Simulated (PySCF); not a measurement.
C3H5NO.
Atom-mapped SMILES: `[CH2:1]=[N:2][C:3]([CH3:4])=[O:5]` (hydrogens: H6, H7 on C1; H8, H9, H10 on C4)

The same species was optimised twice, with GFN2-xTB and with PBE0-D3(BJ)/def2-SVP (PySCF), and the same property calculations (PySCF, gas phase) were run on both structures.

| coordinate | GFN2-xTB | PBE0-D3(BJ)/def2-SVP | change |
| --- | --- | --- | --- |
| N2–C3 (Å) | 1.363 | 1.406 | +0.043 |
| C1=N2 (Å) | 1.246 | 1.263 | +0.017 |
| C1–H7 (Å) | 1.083 | 1.100 | +0.017 |
| C1–H6 (Å) | 1.091 | 1.106 | +0.015 |
| C4–H9 (Å) | 1.086 | 1.100 | +0.014 |
| C3–C4 (Å) | 1.515 | 1.503 | -0.012 |
| C4–H10 (Å) | 1.089 | 1.101 | +0.012 |
| C4–H8 (Å) | 1.086 | 1.096 | +0.010 |
| C3=O5 (Å) | 1.206 | 1.206 | 0.000 |
| C1–N2–C3 (°) | 134.7 | 120.1 | -14.6 |
| H9–C4–H10 (°) | 108.6 | 106.9 | -1.7 |
| N2–C3–C4 (°) | 111.9 | 113.2 | +1.3 |
| C3–C4–H10 (°) | 109.2 | 110.4 | +1.2 |
| N2–C1–H6 (°) | 124.2 | 123.0 | -1.2 |
| N2–C3–O5 (°) | 123.4 | 122.2 | -1.2 |
| N2–C1–H7 (°) | 118.6 | 119.6 | +1.0 |
| H8–C4–H10 (°) | 109.4 | 110.2 | +0.8 |
| C1–N2–C3–C4 (°) | -101 | -125 | -24 |

Rotational constants: A = 9311, B = 4381, C = 3217 MHz (GFN2-xTB) against A = 9561, B = 4458, C = 3304 MHz (PBE0-D3(BJ)/def2-SVP). Point groups within 0.08 Å: C1 and C1. Atoms that the bonding makes alike are paired by their places after alignment.

On the GFN2-xTB structure: lowest singlet, TDDFT (eV) 4.61 [wB97X-D/def2-SVPD]; lowest triplet, Tamm–Dancoff (eV) 4.07 [wB97X-D/def2-SVPD]; isotropic polarisability (au) 48.4 [wB97X-D/def2-SVPD]; HOMO (eV) -9.34 [wB97X-D/def2-SVPD]; LUMO (eV) 0.68 [wB97X-D/def2-SVPD]; dipole (D) 3.87 [wB97X-D/def2-SVPD]; HOMO (eV) -7.32 [PBE0/pcSseg-1]; LUMO (eV) -1.11 [PBE0/pcSseg-1]; dipole (D) 3.75 [PBE0/pcSseg-1]; GIAO shielding of C1 (ppm) 40.2 [PBE0/pcSseg-1]; GIAO shielding of N2 (ppm) -165.3 [PBE0/pcSseg-1]; GIAO shielding of C3 (ppm) 7.5 [PBE0/pcSseg-1]; GIAO shielding of C4 (ppm) 160.4 [PBE0/pcSseg-1]; GIAO shielding of O5 (ppm) -176.8 [PBE0/pcSseg-1].

Question: What do these properties become on the PBE0-D3(BJ)/def2-SVP structure?

Answer: 
```tsv
property	level	on GFN2-xTB	on PBE0-D3(BJ)/def2-SVP	change
lowest singlet, TDDFT (eV)	wB97X-D/def2-SVPD	4.61	4.31	-0.30
lowest triplet, Tamm–Dancoff (eV)	wB97X-D/def2-SVPD	4.07	3.79	-0.28
isotropic polarisability (au)	wB97X-D/def2-SVPD	48.4	47.9	-0.5
HOMO (eV)	wB97X-D/def2-SVPD	-9.34	-9.44	-0.10
LUMO (eV)	wB97X-D/def2-SVPD	0.68	0.36	-0.32
dipole (D)	wB97X-D/def2-SVPD	3.87	2.85	-1.02
energy, GFN2-xTB geometry as zero (kcal/mol)	wB97X-D/def2-SVPD	0.0	-2.3	-2.3
HOMO (eV)	PBE0/pcSseg-1	-7.32	-7.42	-0.10
LUMO (eV)	PBE0/pcSseg-1	-1.11	-1.40	-0.29
dipole (D)	PBE0/pcSseg-1	3.75	2.77	-0.98
energy, GFN2-xTB geometry as zero (kcal/mol)	PBE0/pcSseg-1	0.0	-2.3	-2.3
GIAO shielding of C1 (ppm)	PBE0/pcSseg-1	40.2	24.8	-15.4
GIAO shielding of N2 (ppm)	PBE0/pcSseg-1	-165.3	-166.6	-1.3
GIAO shielding of C3 (ppm)	PBE0/pcSseg-1	7.5	-5.4	-12.9
GIAO shielding of C4 (ppm)	PBE0/pcSseg-1	160.4	158.5	-1.9
GIAO shielding of O5 (ppm)	PBE0/pcSseg-1	-176.8	-227.0	-50.2
```

The heavy atoms differ by 0.162 Å rms after alignment (one structure mirrored). Among all bonds N2–C3 changes most (+0.043 Å). Changes are differences of the printed values. Neither structure is proved a minimum here.

The values belong to the conformer `[CH2:1]=[N:2][C:3]([CH3:4])=[O:5]`: C1–N2–C3–C4 -125°.

The pairwise dispersion term of wB97X-D wasn't added to the energies; at a given geometry it leaves orbitals and properties as they are.
